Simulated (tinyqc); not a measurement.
RKS/PBE in the sto-6g basis, for H2O, spin multiplicity 1, step by step. One step of it, computed by the program tinyqc.

Question. Iteration 2: DIIS coefficients. Solve [B -1; -1 0][c; lambda] = [0; -1] for the coefficients, which sum to one.

B (overlaps of the stored error matrices):
$$\begin{pmatrix}
3.9587824e+00 & -3.1081531e+00 \\
-3.1081531e+00 & 3.3740604e+00
\end{pmatrix}$$

Give: DIIS coefficients.

Answer.

DIIS coefficients: [0.4784, 0.5216]
